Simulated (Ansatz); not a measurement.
```yaml
crystal:
  periodic: [false, false, false]
  atoms:
    - {symbol: Al, position_ang: [-3.209077, 0.913015, 0.003966]}
    - {symbol: Al, position_ang: [-0.886154, -0.244031, -0.000845]}
    - {symbol: Ge, position_ang: [1.511135, -0.266946, -0.001230]}
    - {symbol: H, position_ang: [0.721060, 1.330195, 0.005114]}
basis:
  gaussian: {orbitals: def2-TZVP}
magnetization: {spin_polarized: true, initial_magnetization: 1}
hamiltonian: {xc: pbe0}
relax: {f_tol: 0.004, max_steps: 80}
```

```sh
$ ansatz run in.yaml --threads 1 --pin off --events-out ev --progress --plain --max-ram 2176MiB
```

Steps of the relaxation (energy above the last step; positions in Å, forces in eV/Å):

```
4
step 1, 227.1 meV
Al   -3.209    0.913    0.004   -0.830    0.416    0.002
Al   -0.886   -0.244   -0.001    0.953   -0.087    0.000
Ge    1.511   -0.267   -0.001   -0.096    0.626    0.002
H     0.721    1.330    0.005   -0.027   -0.955   -0.004
```

```
4
step 2, 23.8 meV
Al   -3.277    0.954    0.004   -0.311    0.160    0.001
Al   -0.798   -0.164   -0.001    0.501   -0.122   -0.001
Ge    1.597   -0.221   -0.001    0.006   -0.159   -0.001
H     0.615    1.163    0.004   -0.195    0.121    0.000
```

```
4
step 3, 3.0 meV
Al   -3.307    0.976    0.004   -0.036    0.030    0.000
Al   -0.760   -0.173   -0.001   -0.004   -0.054    0.000
Ge    1.617   -0.221   -0.001    0.114   -0.096    0.000
H     0.587    1.150    0.004   -0.073    0.119    0.000
```

```
4
step 4, 1.1 meV
Al   -3.309    0.984    0.004    0.013    0.005    0.000
Al   -0.756   -0.187   -0.001   -0.011   -0.004    0.000
Ge    1.624   -0.221   -0.001    0.026   -0.011    0.000
H     0.579    1.156    0.004   -0.028    0.010    0.000
```

```
4
step 6, 0.0 meV
Al   -3.256    1.017    0.004    0.000    0.000    0.000
Al   -0.755   -0.243   -0.001    0.004    0.000    0.000
Ge    1.628   -0.187   -0.001   -0.004   -0.001    0.000
H     0.520    1.145    0.004    0.000    0.001    0.000
```

Close pairs at the end: Ge3–H4 1.733 Å, Al2–H4 1.885 Å, Al2–Ge3 2.384 Å, Al1–Al2 2.801 Å.

A stationary point of unrestricted PBE0 after 6 steps, with ⟨S²⟩ = 0.761 against 0.75 for a pure state; no frequencies were run, so it isn't proven a minimum. 3.6 min on 1 thread of Arm Neoverse V1, shared host.
